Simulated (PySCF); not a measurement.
Point-charge models of ethyl chloride (`CCCl`) against its computed dipole.

Coordinates (PBE0-D3(BJ)/def2-SVP, Å) and charges (e) from the PBE0/pcSseg-1 density (PySCF):

```json
{"atom": "C1", "x": "0.778", "y": "0.168", "z": "0.056", "Mulliken": "-0.2886", "IAO": "-0.4137", "Hirshfeld": "-0.1181", "ESP-fitted": "-0.1467"}
{"atom": "C2", "x": "-0.651", "y": "-0.290", "z": "-0.102", "Mulliken": "-0.2473", "IAO": "-0.2256", "Hirshfeld": "-0.0261", "ESP-fitted": "-0.0258"}
{"atom": "Cl3", "x": "-1.809", "y": "0.989", "z": "0.380", "Mulliken": "-0.1761", "IAO": "-0.1259", "Hirshfeld": "-0.0888", "ESP-fitted": "-0.2040"}
{"atom": "H4", "x": "0.993", "y": "0.435", "z": "1.101", "Mulliken": "+0.1322", "IAO": "+0.1501", "Hirshfeld": "+0.0433", "ESP-fitted": "+0.0667"}
{"atom": "H5", "x": "1.467", "y": "-0.638", "z": "-0.245", "Mulliken": "+0.1259", "IAO": "+0.1473", "Hirshfeld": "+0.0500", "ESP-fitted": "+0.0601"}
{"atom": "H6", "x": "0.981", "y": "1.049", "z": "-0.571", "Mulliken": "+0.1321", "IAO": "+0.1501", "Hirshfeld": "+0.0434", "ESP-fitted": "+0.0662"}
{"atom": "H7", "x": "-0.872", "y": "-1.165", "z": "0.526", "Mulliken": "+0.1609", "IAO": "+0.1589", "Hirshfeld": "+0.0482", "ESP-fitted": "+0.0913"}
{"atom": "H8", "x": "-0.886", "y": "-0.548", "z": "-1.144", "Mulliken": "+0.1609", "IAO": "+0.1589", "Hirshfeld": "+0.0482", "ESP-fitted": "+0.0922"}
```

Task: Form Σ q r in debye for every column and set it beside the full dipole.

Result: The full density gives (1.55, -1.45, -0.55) D, 2.19 D in size; dipole vectors point from the negative to the positive end.

| scheme | μx | μy | μz | size (D) | share of the full size (%) | angle to the full dipole (°) |
| --- | --- | --- | --- | --- | --- | --- |
| Mulliken | 2.01 | -1.49 | -0.57 | 2.56 | 117 | 6 |
| IAO | 1.37 | -1.31 | -0.49 | 1.96 | 89 | 1 |
| Hirshfeld | 0.77 | -0.72 | -0.27 | 1.09 | 50 | 0 |
| ESP-fitted | 1.58 | -1.52 | -0.58 | 2.27 | 103 | 1 |

Task: Which set comes closest?

Result: Length of the difference vector: ESP-fitted 0.08 D, IAO 0.23 D, Mulliken 0.46 D, Hirshfeld 1.10 D. Closest: ESP-fitted. ESP charges are fitted to the potential around the molecule, whose slowest-falling term is the dipole's. The schemes that divide the density aren't constrained to reproduce the dipole.

Task: What is left for the Hirshfeld atoms' own dipoles?

Result: The shares of the density sum to the whole, so what Σ q r misses lies in dipoles about the nuclei. The atomic dipoles sum to (1.55, -1.45, -0.55) − (0.77, -0.72, -0.27) = (0.78, -0.73, -0.28) D, 1.10 D in size.

Task: With the origin at the mean of the coordinates, (0.000, 0.000, 0.000) Å, which are the largest single terms, by size, of the IAO dipole along the direction of the full one?

Result: Cl3 +1.23, H5 +1.08, C1 -0.84, C2 +0.26, H6 +0.10 D; all 8 atoms together +1.96 D. The single terms depend on the origin, their sum doesn't.

Task: Give the size of the full dipole in other units.

Result: 2.19 D = 0.862 au = 0.456 e·Å = 7.31 × 10⁻³⁰ C·m.

Isolated species at its PBE0-D3(BJ)/def2-SVP geometry, gas phase.

The run behind these numbers computed NMR shieldings as well. Hardware: one thread of an x86-64 server, no GPU (shared host). Cost: 4.0 s of wall time.
